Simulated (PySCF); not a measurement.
From orbital energies to excitation energies

Species: C4H10O.
SMILES: `C(OC)(C)C`

Computed with TDDFT B3LYP/def2-SVPD, vertical, gas phase, core orbitals frozen in the response in PySCF 2.14.0, density-fitted response routines. Isolated species at its GFN2-xTB geometry (one conformer only). Torsions of this conformer, `[CH3:1][O:2][CH:3]([CH3:4])[CH3:5]`: C1–O2–C3–C4 167°.

Orbital energies (eV): HOMO-3 -9.67, HOMO-2 -9.55, HOMO-1 -8.54, HOMO -7.12, LUMO 0.48, LUMO+1 1.04, LUMO+2 1.34.

Question: Among the lowest singlets, which states do these configurations lead, and at what energies: HOMO-1→LUMO, HOMO-1→LUMO+1, HOMO→LUMO, HOMO→LUMO+2, HOMO→LUMO+1?

Answer: 

```
state  leading configuration  weight  Δε (eV)  E (eV)  E − Δε (eV)       f  other configurations
   S1              HOMO→LUMO    0.98     7.60    6.66        -0.94  0.0097                     –
   S2            HOMO→LUMO+1    0.98     8.15    7.30        -0.85   0.016                     –
   S3            HOMO→LUMO+2    0.96     8.45    7.54        -0.91   0.029                     –
   S6            HOMO-1→LUMO    0.72     9.02    8.16        -0.87  0.0034           H→L+4 (21%)
   S8          HOMO-1→LUMO+1    0.95     9.58    8.73        -0.85   0.045                     –
```

E − Δε runs from -0.94 to -0.85 eV. Among themselves, these states come in the order of their orbital differences. Δε is the difference of the two orbital energies.

H and L stand for HOMO and LUMO. The other states: S4 7.82 eV, f 0.021, H→L+3 (92%); S5 8.12 eV, f 0.0096, H→L+4 (68%), H-1→L (25%); S7 8.70 eV, f 0.012, H→L+5 (85%), H→L+6 (10%).

Question: Pair triplets and singlets of the same leading configuration (75% or more in both) and give the splittings.

Answer: 

| configuration | triplet | E(T) (eV) | singlet | E(S) (eV) | E(S) − E(T) (eV) |
| --- | --- | --- | --- | --- | --- |
| HOMO→LUMO | T1 | 6.55 | S1 | 6.66 | +0.11 |
| HOMO→LUMO+1 | T2 | 7.19 | S2 | 7.30 | +0.11 |
| HOMO→LUMO+2 | T3 | 7.43 | S3 | 7.54 | +0.10 |

The 3 triplets are Tamm–Dancoff values, the singlets full response.

Summed over the main configurations (up to three a state, each over 8%) of all 8 singlets, the electron leaves HOMO with weight 5.68 and HOMO-1 with weight 1.93.
